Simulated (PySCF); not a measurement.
C₅H₆.
SMILES with atom numbers: `[CH:1]#[C:2][CH2:3][CH:4]=[CH2:5]` (hydrogens: H6 on C1; H7, H8 on C3; H9 on C4; H10, H11 on C5)

The same species was optimised twice, with GFN2-xTB and with PBE0-D3(BJ)/def2-SVP (PySCF), and the same property calculations (PySCF, gas phase) were run on both structures.

```
     coordinate  GFN2-xTB  PBE0-D3(BJ)/def2-SVP  change
      C1–H6 (Å)     1.049                 1.074  +0.025
     C5–H11 (Å)     1.078                 1.095  +0.017
     C5–H10 (Å)     1.077                 1.093  +0.016
      C1≡C2 (Å)     1.196                 1.211  +0.015
      C4–H9 (Å)     1.082                 1.096  +0.014
      C4=C5 (Å)     1.319                 1.332  +0.013
      C3–H8 (Å)     1.096                 1.106  +0.010
      C3–H7 (Å)     1.093                 1.103  +0.010
      C2–C3 (Å)     1.451                 1.460  +0.009
      C3–C4 (Å)     1.501                 1.505  +0.004
   C2–C3–C4 (°)     110.4                 112.9    +2.5
   H7–C3–H8 (°)     108.6                 106.3    -2.3
   C2–C1–H6 (°)     178.7                 179.9    +1.2
   C5–C4–H9 (°)     120.9                 119.8    -1.1
 H10–C5–H11 (°)     116.2                 117.2    +1.0
  C4–C5–H10 (°)     121.9                 121.2    -0.7
   C1–C2–C3 (°)     178.3                 179.0    +0.7
   C3–C4–H9 (°)     115.1                 115.6    +0.5
C2–C3–C4–C5 (°)      -121                  -123      -2
```

Rotational constants: A = 17937, B = 2697, C = 2544 MHz (GFN2-xTB) against A = 18881, B = 2574, C = 2449 MHz (PBE0-D3(BJ)/def2-SVP). Point groups within 0.08 Å: C1 and C1.

On the GFN2-xTB structure: isotropic polarisability (au) 59.2 [B3LYP/def2-SVPD]; HOMO (eV) -7.41 [B3LYP/def2-SVPD]; LUMO (eV) -0.17 [B3LYP/def2-SVPD]; dipole (D) 0.57 [B3LYP/def2-SVPD]; HOMO (eV) -7.63 [PBE0/pcSseg-1]; LUMO (eV) 0.17 [PBE0/pcSseg-1]; dipole (D) 0.57 [PBE0/pcSseg-1]; GIAO shielding of C1 (ppm) 110.5 [PBE0/pcSseg-1]; GIAO shielding of C2 (ppm) 100.8 [PBE0/pcSseg-1]; GIAO shielding of C3 (ppm) 159.0 [PBE0/pcSseg-1]; GIAO shielding of C4 (ppm) 43.9 [PBE0/pcSseg-1]; GIAO shielding of C5 (ppm) 63.9 [PBE0/pcSseg-1].

**Question.** What do these properties become on the PBE0-D3(BJ)/def2-SVP structure?

**Answer.** 
```csv
property,level,on GFN2-xTB,on PBE0-D3(BJ)/def2-SVP,change
isotropic polarisability (au),B3LYP/def2-SVPD,59.2,60.7,+1.5
HOMO (eV),B3LYP/def2-SVPD,-7.41,-7.39,+0.02
LUMO (eV),B3LYP/def2-SVPD,-0.17,-0.26,-0.09
dipole (D),B3LYP/def2-SVPD,0.57,0.57,0.00
"energy, GFN2-xTB geometry as zero (kcal/mol)",B3LYP/def2-SVPD,0.0,-1.4,-1.4
HOMO (eV),PBE0/pcSseg-1,-7.63,-7.60,+0.03
LUMO (eV),PBE0/pcSseg-1,0.17,0.08,-0.09
dipole (D),PBE0/pcSseg-1,0.57,0.57,0.00
"energy, GFN2-xTB geometry as zero (kcal/mol)",PBE0/pcSseg-1,0.0,-0.4,-0.4
GIAO shielding of C1 (ppm),PBE0/pcSseg-1,110.5,108.9,-1.6
GIAO shielding of C2 (ppm),PBE0/pcSseg-1,100.8,100.3,-0.5
GIAO shielding of C3 (ppm),PBE0/pcSseg-1,159.0,157.3,-1.7
GIAO shielding of C4 (ppm),PBE0/pcSseg-1,43.9,41.4,-2.5
GIAO shielding of C5 (ppm),PBE0/pcSseg-1,63.9,60.0,-3.9
```

The heavy atoms differ by 0.046 Å rms after alignment. Among all bonds C1–H6 changes most (+0.025 Å). Changes are differences of the printed values. Neither structure is proved a minimum here.

Shape of the structure used: `[CH:1]#[C:2][CH2:3][CH:4]=[CH2:5]`: C2–C3–C4–C5 -123°.
